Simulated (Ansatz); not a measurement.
**O2+ (doublet): from Hartree-Fock to the top rungs, 6-31G**

How much of the correlation energy of O2+ (doublet) does each wave-function method recover here?

The runs use Ansatz 0.2.0, Gaussian basis; 6-31G, core rule «outside noble gas», up to 2 orbitals frozen.

The runs, in order: UHF; CCSD(T) on ROHF; CCSD(T) on UHF; BCCD(T) on ROHF; CISD as a restricted active space (open shells left free, so some higher excitations enter); CCSDT(Q) on ROHF; CCSDT(Q) on UHF; CISDTQ; CCSDTQ on ROHF; CCSDTQ on UHF; CASSCF and MRCISD+Q, 11 electrons in 8 orbitals; CASSCF and NEVPT2, 11 electrons in 8 orbitals; Full CI.

14 further runs of the same task are left out: 5 that didn't finish, 9 set aside as unsound or not needed. Runs told in other sessions of the task aren't counted.

## Step 1: The system

The geometry is a PBE0/def2-TZVP stationary point (not a proven minimum) of the parent state, kept for this charge and spin.

2 atoms, charge 1, spin multiplicity 2.

Atoms are counted from 1 here; the program's logs count them from 0.

Bond lengths: O1–O2 1.193 Å.

Geometry (Å):

```xyz
2

O     0.0000    0.0000    0.0000
O     0.0000    0.0000    1.1928
```

## Step 2: UHF

File in.yaml:

```yaml
crystal:
  periodic: [false, false, false]
  atoms:
    - {symbol: O, position_ang: [0.000000, 0.000000, 0.000000]}
    - {symbol: O, position_ang: [0.000000, 0.000000, 1.192820]}
basis:
  gaussian: {orbitals: 6-31G}
total_charge: 1
magnetization: {spin_polarized: true, initial_magnetization: 1}
hamiltonian: {xc: hf}
output: {orbitals: {seedname: orbitals}}
```

Started as:

```
$ ansatz run in.yaml --threads 1 --pin off --events-out ev --progress --plain --max-ram 2393MiB
```

After this run come: CCSD(T) on ROHF; CCSD(T) on UHF; BCCD(T) on ROHF; CISD as a restricted active space (open shells left free, so some higher excitations enter); CCSDT(Q) on ROHF; CCSDT(Q) on UHF; CISDTQ; CCSDTQ on ROHF; CCSDTQ on UHF; CASSCF and MRCISD+Q, 11 electrons in 8 orbitals; CASSCF and NEVPT2, 11 electrons in 8 orbitals; Full CI.

Q: Predict the results of all the runs planned. Wanted: FCI from the RHF energy; RMP2 from FCI; UMP2 from FCI; RCCSD from FCI; RCCSD(T) from FCI; UCCSD(T) from FCI; RCCSDT(Q) from FCI; UCCSDT(Q) from FCI; NEVPT2 valence from FCI.

**Answer**, as computed:

| quantity | value |
| --- | --- |
| FCI from the ROHF energy | -8.4950 eV |
| RMP2 from FCI | -79.7 kJ/mol |
| UMP2 from FCI | +189.6 kJ/mol |
| RCCSD from FCI | +43.1 kJ/mol |
| RCCSD(T) from FCI | +12.6 kJ/mol |
| UCCSD(T) from FCI | +15.4 kJ/mol |
| RCCSDT(Q) from FCI | -1.0 kJ/mol |
| UCCSDT(Q) from FCI | +1.8 kJ/mol |
| NEVPT2 valence from FCI | +56.4 kJ/mol |
| MRCISD+Q valence from FCI | +2.8 kJ/mol |
| levels within 1 kcal/mol (43 meV) | RCCSDT(Q), UCCSDT(Q), RCCSDTQ, UCCSDTQ, MRCISD+Q valence |
| T1 diagnostic | 0.015 |
| effectively unpaired electrons | 1.17 |

In words: RCCSD(T) misses by +12.6 kJ/mol, 1.5 % of the correlation energy. CCSD(T) misses by +12.6 kJ/mol on the restricted determinant and by +15.4 kJ/mol on the unrestricted one; the two need not hold the same state or core. RMP2, RCCSDT(Q) fall below full CI, which methods that aren't variational can do. One determinant dominates. Of the multireference levels listed MRCISD+Q valence comes nearest in total energy (+2.8 kJ/mol), which doesn't show that its space is the better one. Coupled cluster took another determinant than the lowest Hartree-Fock one. These misses are within one basis, not against nature; the frozen cores of restricted and unrestricted runs differ, which can shift their rows.

Levels on UHF freeze UHF's core orbitals, full CI those of ROHF, so the U rows can settle a little off it for that reason alone.

With open shells the CI space here admits some higher excitations, so it is larger than plain CISD.
